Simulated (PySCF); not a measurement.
Working out the ionisation energy of O

O [He] 2s2 2p4 (3P) → O+ [He] 2s2 2p3 (4S). All numbers are calculated (PySCF 2.14, the non-relativistic Hamiltonian (point nucleus), in aug-cc-pVQZ with one added diffuse shell each of s, p, d, f, g type (7s6p5d4f3g, 105 functions)). Frozen: 1s2. Energies in hartree (1 hartree = 27.21139 eV):

```
             part   O (lower)  O+ (upper)
              UHF  -74.817632  -74.375750
MP2 opposite-spin   -0.121184   -0.075884
    MP2 same-spin   -0.037989   -0.031472
```

Question: What does Hartree-Fock give?

Answer: (-74.375750) − (-74.817632) = 0.441882 hartree = 12.024 eV.

Question: What do MP2 and SCS-MP2 (6/5 opposite-spin, 1/3 same-spin) give?

Answer: The opposite-spin parts differ by 1.233 eV and the same-spin parts by 0.177 eV. MP2: 12.024 + (1.233) + (0.177) = 13.434 eV. SCS-MP2: 12.024 + 1.2 × (1.233) + (0.177)/3 = 13.563 eV.

Measured between the centres of the two terms (NIST): 13.608 eV, so MP2 (valence) is off by -0.174 eV.

What remains against the reference includes basis incompleteness, the frozen core and correlation beyond second order.
